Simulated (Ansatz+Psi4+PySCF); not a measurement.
```yaml
atoms:
  - { symbol: Li, position_ang: [0.0000, 0.0000, 1.3865] }
  - { symbol: Li, position_ang: [0.0000, 0.0000, -1.3865] }
```

Basis set: cc-pCVTZ (spherical functions). All electrons are correlated. Charge 0, multiplicity 1.

Computed with Ansatz (development build ahead of 0.2.0); each method stands on the lowest determinant of its kind that the runs found. Restricted open shells among the atoms or ions are ROHF, correlated in semicanonical orbitals with singles.

Question: Give the atomization energy at this shape (free ground-state atoms in the same class of orbitals less the molecule, no zero-point energy) of singlet Li2 by RHF-CCSD(T), RHF-CCSD, RHF-MP2.

Answer:

```tsv
method	atomization energy
RHF-CCSD(T)	23.84 kcal/mol
RHF-CCSD	23.57 kcal/mol
RHF-MP2	17.60 kcal/mol
```

Caution: unrestricted orbitals would lower the determinant.
